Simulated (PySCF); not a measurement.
tetrafluoroethylene anion (C₂F₄), SMILES FC(F)=C(F)F (connectivity only; charge and spin as stated), charge -1, multiplicity 2. Geometry: ωB97X-D3(BJ)/def2-SVPD. The multiplicity is an assumed one; other spin states were not compared.

Calculation: PySCF with ωB97X-D3(BJ)/def2-SVPD.

Harmonic wavenumbers (cm⁻¹): 104, 217, 339, 361, 490, 520, 617, 864, 987, 1023, 1025, 1310. Rotational constants (GHz): 5.264, 3.088, 1.990; symmetry number 2.

Work out the zero-point energy and the ideal-gas rigid-rotor harmonic-oscillator thermochemistry at 298.15 K and 1 atm.

ZPE = ½ Σ hcν = ½ × 7856 cm⁻¹ = 11.23 kcal/mol. H − E(el) = 15.33 kcal/mol. Entropy in cal/(mol K): translation 39.72, rotation 25.32, vibration 9.88, spin 1.38, total 76.29. G − E(el) = -7.42 kcal/mol. Cp = 20.13 cal/(mol K). Modes under 150 cm⁻¹ make the vibrational entropy uncertain.
